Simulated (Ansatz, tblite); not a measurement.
Cost and result up the ladder for the cluster Li3H2 (the lowest doublet isomer of a short search) (5 atoms). The state is a doublet with charge 0. Geometry: PBE-D4/def2-TZVP.

```xyz
5

Li   -0.7109   -0.9664   -1.4823
Li   -1.0762   -0.5091    1.4906
Li    0.9459    0.7729   -0.0028
H     0.2352    0.5832    1.5344
H     0.6060    0.1194   -1.5399
```

Ansatz on 4 threads of Arm Neoverse V1 on a shared host; xTB runs through tblite on one thread. Times are rough, summed over both states, and most runs start from the orbitals of an earlier one. CCSD(T)/def2-TZVPP serves as the yardstick here, not as an exact answer. Differences are given only for rows in sets of like size (and for xTB, whose basis is part of the method), since another set adds its own error. The other state is a quartet at its own geometry, which has other bonds, so the gap mixes isomer and spin.

The xTB rows come from tblite. LC-ωPBE has ω = 0.4 bohr⁻¹. Correlated methods freeze no core orbitals; core or outer-core shells of Li are correlated, in sets that lack core-valence functions. In the quartet, H4 and H5 lie 0.80 Å apart (atoms count from 1), so H2 has formed as a molecule. The structure comes from a short search, and lower isomers may exist.

Correlated methods converge slowly with the basis.

xTB has no spin-polarisation term.

```csv
level,functions,wall time
GFN1-xTB,16,0.003 s
GFN2-xTB,14,0.004 s
HF/STO-3G,17,0.1 s
MP2/def2-TZVP,54,0.3 s
PBE-D4/def2-TZVP,54,0.9 s
BLYP-D4/def2-TZVP,54,0.95 s
CAM-B3LYP-D4/def2-TZVP,54,1.1 s
RPA@PBE/def2-TZVP,54,1.1 s
LC-ωPBE/def2-TZVP,54,1.2 s
PBE0-D4/def2-TZVP,54,1.4 s
r2SCAN-D4/def2-TZVP,54,2.1 s
r2SCANh-D4/def2-TZVP (with forces),54,2.2 s
ωB97X-V/def2-TZVP,54,3.8 s
CCSD(T)/def2-TZVPP,85,4.4 s
```

Question: Estimate what each level gives for the quartet − doublet (eV).

Answer: 
```csv
level,quartet − doublet (eV),difference from CCSD(T)/def2-TZVPP (eV)
GFN1-xTB,4.11,1.40
GFN2-xTB,5.28,2.57
HF/STO-3G,2.59,–
MP2/def2-TZVP,2.52,-0.19
PBE-D4/def2-TZVP,2.44,-0.27
BLYP-D4/def2-TZVP,2.81,0.11
CAM-B3LYP-D4/def2-TZVP,3.09,0.39
RPA@PBE/def2-TZVP,2.49,-0.21
LC-ωPBE/def2-TZVP,2.80,0.09
PBE0-D4/def2-TZVP,2.53,-0.18
r2SCAN-D4/def2-TZVP,2.42,-0.28
r2SCANh-D4/def2-TZVP (with forces),2.46,-0.25
ωB97X-V/def2-TZVP,3.09,0.38
CCSD(T)/def2-TZVPP,2.71,0.00
```
